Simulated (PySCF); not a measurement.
**SH₆: one geometry, several methods**

Aim: at the PBE0 minimum of singlet SH₆, found before, compare methods on energies and levels.

Computed with PySCF 2.14.0. Level: several methods, basis S def2-TZVP, H def2-TZVP, no relativity, density fitting.

## (1) The starting structure

7 atoms, charge 0, spin multiplicity 1.

Bond lengths: S1–H2 1.412 Å, S1–H3 1.412 Å, S1–H4 1.412 Å, S1–H5 1.412 Å, S1–H6 1.412 Å, S1–H7 1.412 Å. Angles: H2–S1–H3 180.0°, H2–S1–H4 90.0°, H2–S1–H5 90.0°, H2–S1–H6 90.0°, H2–S1–H7 90.0°, H3–S1–H4 90.0°, H3–S1–H5 90.0°, H3–S1–H6 90.0°, H3–S1–H7 90.0°, H4–S1–H5 90.0°, H4–S1–H6 180.0°, H4–S1–H7 90.0°, H5–S1–H6 90.0°, H5–S1–H7 180.0°, H6–S1–H7 90.0°.

```xyz
7
charge 0 multiplicity 1
S     0.0000    0.0000    0.0000
H     0.0000    0.0000    1.4123
H     0.0000    0.0000   -1.4123
H     1.4123    0.0000    0.0000
H     0.0000    1.4123    0.0000
H    -1.4123    0.0000    0.0000
H     0.0000   -1.4123    0.0000
```

## (2) Fields at the lowest minimum

The plane holds S1 at (0.00, 0.00), H2 at (1.41, 0.00), H3 at (-1.41, 0.00), H4 at (0.00, 1.41), H6 at (0.00, -1.41) Å. Columns run from x = -3.45 to 3.75 Å, rows from y = 3.75 (top) to -3.45 Å, in steps of 0.3 Å.

Density (cut at 5 e/Å³):

Ten steps from '0' (0.000 e/Å³) to '9' (5.000 e/Å³), finer at the low end (step k begins (100^(k/10) - 1)/99 of the way up):
```
0000000000000000000000000
0000000000000000000000000
0000000000000000000000000
0000000000000000000000000
0000000000000000000000000
0000000000122100000000000
0000000001233210000000000
0000000012466421000000000
0000000013577531000000000
0000001124577542110000000
0000012344677644321000000
0000124556688665542100000
0000236777899877763200000
0000236777899877763200000
0000124556688665542100000
0000012344677644321000000
0000001124577542110000000
0000000013577531000000000
0000000012466421000000000
0000000001233210000000000
0000000000122100000000000
0000000000000000000000000
0000000000000000000000000
0000000000000000000000000
0000000000000000000000000
```

ELF (0 where the density is under 0.005 e/Å³):

Ten even steps from '0' (0.00) to '9' (1.00):
```
0000000000000000000000000
0000000000000000000000000
0000000000000000000000000
0000000000688600000000000
0000000048999984000000000
0000000069999996000000000
0000000059999995000000000
0000000039999993000000000
0000000017999971000000000
0004653114999941135640000
0008999744799744799980000
0069999997200279999996000
0089999999088099999998000
0089999999088099999998000
0069999997200279999996000
0008999744799744799980000
0004653114999941135640000
0000000017999971000000000
0000000039999993000000000
0000000059999995000000000
0000000069999996000000000
0000000048999984000000000
0000000000688600000000000
0000000000000000000000000
0000000000000000000000000
```

Highest occupied orbital at -6.79 eV (sign arbitrary; one member if degenerate):

Ten even steps from '0' (-0.16 Å^-3/2) to '9' (0.65 Å^-3/2):
```
1111222222222222222211111
1112222222222222222221111
1112222222222222222221111
1112222222222222222221111
1122222222333322222222111
1112222223333332222221111
1112222233455433222221111
1111222234588543222211111
1111122234699643222111111
1111111224688642211111111
1111111123566532111111111
1111111112355321111111111
1111110000122100001111111
1111110000122100001111111
1111111112355321111111111
1111111123566532111111111
1111111224688642211111111
1111122234699643222111111
1111222234588543222211111
1112222233455433222221111
1112222223333332222221111
1122222222333322222222111
1112222222222222222221111
1112222222222222222221111
1112222222222222222221111
```

Along S1–H2 (1.412 Å) the density is least, 1.40 e/Å³, about 0.92 Å from S1; ELF there is 0.98.

Values on the line from S1 (at 0) through H2 (at 1.412 Å):

| distance (Å) | density (e/Å³) | ELF | electrostatic potential (V) |
| --- | --- | --- | --- |
| -0.49 | 2.01 | 0.0993 | 79.3 |
| -0.35 | 8.14 | 0.506 | 154 |
| -0.21 | 56.4 | 0.86 | 388 |
| -0.07 | 389 | 0.336 | 2.16e+03 |
| 0.14 | 121 | 0.65 | 777 |
| 0.28 | 21.9 | 0.814 | 232 |
| 0.42 | 3.43 | 0.148 | 109 |
| 0.56 | 1.62 | 0.232 | 58.5 |
| 0.71 | 1.47 | 0.844 | 32.7 |
| 0.85 | 1.41 | 0.968 | 20.1 |
| 0.99 | 1.43 | 0.988 | 17.3 |
| 1.13 | 1.62 | 0.996 | 26.9 |
| 1.27 | 2.1 | 0.999 | 73.2 |
| 1.48 | 2.26 | 1 | 174 |
| 1.62 | 1.2 | 1 | 40.2 |
| 1.77 | 0.63 | 0.999 | 16.2 |
| 1.91 | 0.337 | 0.999 | 7.54 |
| 2.05 | 0.184 | 0.997 | 3.72 |
| 2.19 | 0.103 | 0.996 | 1.88 |

Making the fields took 0.5 s on 2 threads of Intel Xeon 6975P-C (Granite Rapids), shared host.

## (3) PBE0

One driver script runs all steps and calls PySCF; scf.py shows the equivalent input of each level. Each SCF starts from the density of the minimum. The driver also runs the species with one electron less or more at the same geometry; their logs are not shown.

File scf.py:

```python
from pyscf import gto, scf, dft
mol = gto.M(atom='''
S     -0.000000     0.000000    -0.000000
H      0.000000     0.000000     1.412285
H     -0.000000    -0.000000    -1.412285
H      1.412285    -0.000000    -0.000000
H      0.000000     1.412285    -0.000000
H     -1.412285     0.000000     0.000000
H     -0.000000    -1.412285     0.000000''',
    basis={'S': 'def2-TZVP', 'H': 'def2-TZVP'},
    charge=0, spin=0)
mf = dft.RKS(mol, xc='PBE0')
mf.grids.atom_grid = (75, 302)
aux = {'S': 'def2-universal-JKFIT', 'H': 'def2-universal-JKFIT'}
mf = mf.density_fit(auxbasis=aux)
mf.conv_tol = 1e-08
mf.diis_space = 10
mf.max_cycle = 60
mf.verbose = 4
mf.kernel()
```

On the command line:

```sh
> OMP_NUM_THREADS=2 python axn.py task.json out
```

The log of the run:

```text
init E= -401.440059131476
  HOMO = -0.249507799335893  LUMO = -0.028571400088957  gap/eV = 6.01199
cycle= 1 E= -401.440059131463  delta_E= 1.29e-11  |g|= 1.86e-05  |ddm|= 2.95e-05
  HOMO = -0.249511450128991  LUMO = -0.028574171335535  gap/eV = 6.01201
Extra cycle  E= -401.440059131446  delta_E= 1.65e-11  |g|= 2.05e-05  |ddm|= 3.26e-05
converged SCF energy = -401.440059131446
```

This level, with the species of one electron less or more, took 2 s.

```
energy                        : -401.440059 Eh
one electron less (charge +1) : -401.099635 Eh (doublet, ⟨S²⟩ 0.76)
Mulliken charge of S1         : -0.20 e
```

## (4) HF

Edit scf.py of step 3 so:

```diff
@@ -12,2 +12 @@
-mf = dft.RKS(mol, xc='PBE0')
-mf.grids.atom_grid = (75, 302)
+mf = scf.RHF(mol)
```

The log of the run:

```text
init E= -400.758888542439
  HOMO = -0.346624174016402  LUMO = 0.0849199468553081  gap/eV = 11.74291
cycle= 1 E= -400.771232875093  delta_E= -0.0123  |g|= 0.0528  |ddm|= 0.176
  HOMO = -0.358894235468389  LUMO = 0.0808771071674492  gap/eV = 11.96679
cycle= 2 E= -400.771955169576  delta_E= -0.000722  |g|= 0.0172  |ddm|= 0.0716
  HOMO = -0.354955132215584  LUMO = 0.0841738997289774  gap/eV = 11.94931
cycle= 3 E= -400.772038931372  delta_E= -8.38e-05  |g|= 0.00608  |ddm|= 0.0166
  HOMO = -0.35598409346193  LUMO = 0.0840136638529003  gap/eV = 11.97295
cycle= 4 E= -400.772050185019  delta_E= -1.13e-05  |g|= 0.000538  |ddm|= 0.00946
  HOMO = -0.356041864353422  LUMO = 0.084047932758132  gap/eV = 11.97545
cycle= 5 E= -400.772050354758  delta_E= -1.7e-07  |g|= 7.36e-05  |ddm|= 0.00149
  HOMO = -0.356024620350045  LUMO = 0.0840634027390763  gap/eV = 11.97541
cycle= 6 E= -400.772050357025  delta_E= -2.27e-09  |g|= 8.73e-06  |ddm|= 0.000143
  HOMO = -0.356024958404347  LUMO = 0.0840635389143252  gap/eV = 11.97542
Extra cycle  E= -400.77205035707  delta_E= -4.52e-11  |g|= 2.48e-06  |ddm|= 2.78e-05
converged SCF energy = -400.77205035707
```

This level, with the species of one electron less or more, took under 0.5 s.

* energy: -400.772050 Eh
* one electron less (charge +1): -400.450691 Eh (doublet, ⟨S²⟩ 0.78)
* Mulliken charge of S1: +0.08 e

## (5) PBE

Edit scf.py of step 4 so:

```diff
@@ -12 +12,2 @@
-mf = scf.RHF(mol)
+mf = dft.RKS(mol, xc='PBE')
+mf.grids.atom_grid = (75, 302)
```

The log of the run:

```text
init E= -401.40238104848
  HOMO = -0.205718949519936  LUMO = -0.0604214643334231  gap/eV = 3.95375
cycle= 1 E= -401.404072518465  delta_E= -0.00169  |g|= 0.0118  |ddm|= 0.111
  HOMO = -0.207215776125682  LUMO = -0.06105517552691  gap/eV = 3.97723
cycle= 2 E= -401.404061686741  delta_E= 1.08e-05  |g|= 0.0135  |ddm|= 0.0184
  HOMO = -0.207891550238235  LUMO = -0.0616751247269036  gap/eV = 3.97875
cycle= 3 E= -401.404099772058  delta_E= -3.81e-05  |g|= 0.00187  |ddm|= 0.0119
  HOMO = -0.207442214413794  LUMO = -0.0613817095047118  gap/eV = 3.97451
cycle= 4 E= -401.404100791568  delta_E= -1.02e-06  |g|= 0.000244  |ddm|= 0.00313
  HOMO = -0.207492875564725  LUMO = -0.0614156195952802  gap/eV = 3.97496
cycle= 5 E= -401.404100810431  delta_E= -1.89e-08  |g|= 1.87e-05  |ddm|= 0.000357
  HOMO = -0.207495060247525  LUMO = -0.0614169013969423  gap/eV = 3.97499
cycle= 6 E= -401.404100810514  delta_E= -8.25e-11  |g|= 8.39e-07  |ddm|= 1.51e-05
  HOMO = -0.207494948945181  LUMO = -0.0614168567546791  gap/eV = 3.97499
Extra cycle  E= -401.404100810513  delta_E= 2.27e-13  |g|= 1.02e-06  |ddm|= 1.44e-06
converged SCF energy = -401.404100810513
```

This level, with the species of one electron less or more, took 20 s.

| Property | Result |
| --- | --- |
| energy | -401.404101 Eh |
| one electron less (charge +1) | -401.067094 Eh (doublet, ⟨S²⟩ 0.75) |
| Mulliken charge of S1 | -0.22 e |

## (6) B3LYP

Edit scf.py of step 5 so:

```diff
@@ -12 +12 @@
-mf = dft.RKS(mol, xc='PBE')
+mf = dft.RKS(mol, xc='B3LYP')
```

The log of the run:

```text
init E= -401.611924957107
  HOMO = -0.244310085804256  LUMO = -0.0409674479140598  gap/eV = 5.53324
cycle= 1 E= -401.613159909128  delta_E= -0.00123  |g|= 0.0101  |ddm|= 0.12
  HOMO = -0.247374407320368  LUMO = -0.0434126274932147  gap/eV = 5.55008
cycle= 2 E= -401.613153066133  delta_E= 6.84e-06  |g|= 0.0112  |ddm|= 0.019
  HOMO = -0.246240279002673  LUMO = -0.0425760545638028  gap/eV = 5.54199
cycle= 3 E= -401.613185866252  delta_E= -3.28e-05  |g|= 0.00125  |ddm|= 0.0108
  HOMO = -0.246251057046306  LUMO = -0.0425994674641572  gap/eV = 5.54164
cycle= 4 E= -401.613185950187  delta_E= -8.39e-08  |g|= 7.09e-05  |ddm|= 0.000355
  HOMO = -0.246265827557882  LUMO = -0.0426118172055574  gap/eV = 5.54171
cycle= 5 E= -401.613185951494  delta_E= -1.31e-09  |g|= 1.79e-06  |ddm|= 6.52e-05
  HOMO = -0.24626629398913  LUMO = -0.0426122321414901  gap/eV = 5.54171
Extra cycle  E= -401.613185951494  delta_E= -5.68e-14  |g|= 2.09e-06  |ddm|= 3.65e-06
converged SCF energy = -401.613185951494
```

This level, with the species of one electron less or more, took 3.4 s on 2 threads of Intel Xeon 6975P-C (Granite Rapids), shared host.

```
energy                        : -401.613186 Eh
one electron less (charge +1) : -401.268089 Eh (doublet, ⟨S²⟩ 0.76)
Mulliken charge of S1         : -0.08 e
```

## (7) r2SCAN

Edit scf.py of step 6 so:

```diff
@@ -12,2 +12,2 @@
-mf = dft.RKS(mol, xc='B3LYP')
-mf.grids.atom_grid = (75, 302)
+mf = dft.RKS(mol, xc='R2SCAN')
+mf.grids.atom_grid = (90, 434)
```

The log of the run:

```text
init E= -401.554035855802
  HOMO = -0.216310553250228  LUMO = -0.049714485235075  gap/eV = 4.53331
cycle= 1 E= -401.554726977916  delta_E= -0.000691  |g|= 0.0111  |ddm|= 0.0985
  HOMO = -0.217464037805791  LUMO = -0.0505542857470687  gap/eV = 4.54185
cycle= 2 E= -401.554711434479  delta_E= 1.55e-05  |g|= 0.0129  |ddm|= 0.0205
  HOMO = -0.216292125624111  LUMO = -0.0495704868337512  gap/eV = 4.53673
cycle= 3 E= -401.554755471869  delta_E= -4.4e-05  |g|= 0.00166  |ddm|= 0.0121
  HOMO = -0.216355142269068  LUMO = -0.0496252459473325  gap/eV = 4.53695
cycle= 4 E= -401.554755699195  delta_E= -2.27e-07  |g|= 3.79e-05  |ddm|= 0.00074
  HOMO = -0.216362477152027  LUMO = -0.0496279741969587  gap/eV = 4.53708
cycle= 5 E= -401.554755699379  delta_E= -1.84e-10  |g|= 5.32e-06  |ddm|= 8.42e-05
  HOMO = -0.216359189124006  LUMO = -0.0496252491397655  gap/eV = 4.53706
Extra cycle  E= -401.554755699374  delta_E= 5.12e-12  |g|= 6.55e-06  |ddm|= 1.19e-05
converged SCF energy = -401.554755699374
```

This level, with the species of one electron less or more, took 8.4 s.

```
energy                        : -401.554756 Eh
one electron less (charge +1) : -401.216839 Eh (doublet, ⟨S²⟩ 0.76)
Mulliken charge of S1         : -0.07 e
```

## (8) TPSSh

Edit scf.py of step 7 so:

```diff
@@ -12 +12 @@
-mf = dft.RKS(mol, xc='R2SCAN')
+mf = dft.RKS(mol, xc='TPSSH')
```

The log of the run:

```text
init E= -401.617713419468
  HOMO = -0.233495965491971  LUMO = -0.0396191770797429  gap/eV = 5.27566
cycle= 1 E= -401.618365435306  delta_E= -0.000652  |g|= 0.0181  |ddm|= 0.116
  HOMO = -0.233200887519223  LUMO = -0.0396680208576541  gap/eV = 5.26630
cycle= 2 E= -401.618338683865  delta_E= 2.68e-05  |g|= 0.0205  |ddm|= 0.028
  HOMO = -0.23156794381313  LUMO = -0.0383987795082028  gap/eV = 5.25640
cycle= 3 E= -401.618431865307  delta_E= -9.32e-05  |g|= 0.000763  |ddm|= 0.0173
  HOMO = -0.23184093426083  LUMO = -0.0385806466214369  gap/eV = 5.25888
cycle= 4 E= -401.618432041659  delta_E= -1.76e-07  |g|= 0.000131  |ddm|= 0.00127
  HOMO = -0.231818812304092  LUMO = -0.0385646522888621  gap/eV = 5.25871
cycle= 5 E= -401.618432046548  delta_E= -4.89e-09  |g|= 9.53e-06  |ddm|= 0.000141
  HOMO = -0.231817013888352  LUMO = -0.038563429080412  gap/eV = 5.25870
Extra cycle  E= -401.618432046552  delta_E= -4.04e-12  |g|= 8.3e-06  |ddm|= 1.29e-05
converged SCF energy = -401.618432046552
```

This level, with the species of one electron less or more, took 7.5 s.

```
energy                        : -401.618432 Eh
one electron less (charge +1) : -401.277262 Eh (doublet, ⟨S²⟩ 0.76)
Mulliken charge of S1         : -0.10 e
```

## (9) PBEsol

Edit scf.py of step 8 so:

```diff
@@ -12,2 +12,2 @@
-mf = dft.RKS(mol, xc='TPSSH')
-mf.grids.atom_grid = (90, 434)
+mf = dft.RKS(mol, xc='PBEsol')
+mf.grids.atom_grid = (75, 302)
```

The log of the run:

```text
init E= -400.72672719321
  HOMO = -0.199100195229591  LUMO = -0.0568544784515339  gap/eV = 3.87070
cycle= 1 E= -400.729097745018  delta_E= -0.00237  |g|= 0.025  |ddm|= 0.142
  HOMO = -0.20202408178414  LUMO = -0.0579528070673767  gap/eV = 3.92038
cycle= 2 E= -400.729042112886  delta_E= 5.56e-05  |g|= 0.0275  |ddm|= 0.0383
  HOMO = -0.203629447727813  LUMO = -0.0593954490408599  gap/eV = 3.92481
cycle= 3 E= -400.729223436343  delta_E= -0.000181  |g|= 0.00568  |ddm|= 0.027
  HOMO = -0.202786183780372  LUMO = -0.0588014675388067  gap/eV = 3.91802
cycle= 4 E= -400.729229526819  delta_E= -6.09e-06  |g|= 8.77e-05  |ddm|= 0.00574
  HOMO = -0.202765414662216  LUMO = -0.0587878315678516  gap/eV = 3.91783
cycle= 5 E= -400.729229529154  delta_E= -2.33e-09  |g|= 1.33e-05  |ddm|= 0.000145
  HOMO = -0.202771528873523  LUMO = -0.058792104386157  gap/eV = 3.91788
Extra cycle  E= -400.729229529117  delta_E= 3.69e-11  |g|= 1.92e-05  |ddm|= 4.22e-05
converged SCF energy = -400.729229529117
```

This level, with the species of one electron less or more, took 25 s.

- energy: -400.729230 Eh
- one electron less (charge +1): -400.396839 Eh (doublet, ⟨S²⟩ 0.75)
- Mulliken charge of S1: -0.31 e

## (10) HSE06

Edit scf.py of step 9 so:

```diff
@@ -12 +12 @@
-mf = dft.RKS(mol, xc='PBEsol')
+mf = dft.RKS(mol, xc='HSE06')
```

The log of the run:

```text
init E= -401.457038040012
  HOMO = -0.235113812513789  LUMO = -0.0432413951649195  gap/eV = 5.22111
cycle= 1 E= -401.457062130492  delta_E= -2.41e-05  |g|= 0.00274  |ddm|= 0.0178
  HOMO = -0.235295406051147  LUMO = -0.0434107673032784  gap/eV = 5.22145
cycle= 2 E= -401.457062354023  delta_E= -2.24e-07  |g|= 0.000741  |ddm|= 0.000867
  HOMO = -0.23530863212551  LUMO = -0.0434181737163364  gap/eV = 5.22161
cycle= 3 E= -401.457062373247  delta_E= -1.92e-08  |g|= 3.42e-05  |ddm|= 0.000176
  HOMO = -0.235297625606356  LUMO = -0.0434109658056236  gap/eV = 5.22150
cycle= 4 E= -401.457062373305  delta_E= -5.81e-11  |g|= 3.43e-05  |ddm|= 7.4e-05
  HOMO = -0.235305006964451  LUMO = -0.0434166003510192  gap/eV = 5.22155
Extra cycle  E= -401.457062373179  delta_E= 1.26e-10  |g|= 4.17e-05  |ddm|= 6.74e-05
converged SCF energy = -401.457062373179
```

This level, with the species of one electron less or more, took 3.7 s on 2 threads of Intel Xeon 6975P-C (Granite Rapids), shared host.

| Property | Result |
| --- | --- |
| energy | -401.457062 Eh |
| one electron less (charge +1) | -401.116438 Eh (doublet, ⟨S²⟩ 0.76) |
| Mulliken charge of S1 | -0.19 e |

## (11) Comparison of the levels

| level | atomisation energy (kJ/mol) | vertical ionisation energy (eV) | −ε(HOMO) (eV) | gap (eV) | wall time |
| --- | --- | --- | --- | --- | --- |
| PBE0 | 1208 | 9.26 | 6.79 | 6.01 | 2 s |
| HF | 712 | 8.74 | 9.69 | 11.98 | under 0.5 s |
| PBE | 1228 | 9.17 | 5.65 | 3.97 | 20 s |
| B3LYP | 1228 | 9.39 | 6.70 | 5.54 | 3.4 s |
| r2SCAN | 1237 | 9.20 | 5.89 | 4.54 | 8.4 s |
| TPSSh | 1283 | 9.28 | 6.31 | 5.26 | 7.5 s |
| PBEsol | 1310 | 9.04 | 5.52 | 3.92 | 25 s |
| HSE06 | 1203 | 9.27 | 6.40 | 5.22 | 3.7 s |

Times are for 2 threads of Intel Xeon 6975P-C (Granite Rapids), shared host; PBE0 starts from its own converged density, so its time is not comparable. A dash stands where a species or a free atom was not run at that level, or the quantity is not defined.

Atomisation goes to high-spin atoms in their ground configurations, run at the same level, without zero-point energy.

## (12) What came out

| quantity | value |
| --- | --- |
| atomisation energy, range | 712 (HF) to 1310 (PBEsol) kJ/mol |
| vertical ionisation energy, range | 8.74 (HF) to 9.39 (B3LYP) eV |
| orbital gap, range | 3.92 (PBEsol) to 11.98 (HF) eV |

**Reading.** The atomisation energy spreads over 598 kJ/mol, from HF to PBEsol; without a CCSD(T) value for it there is no yardstick here.
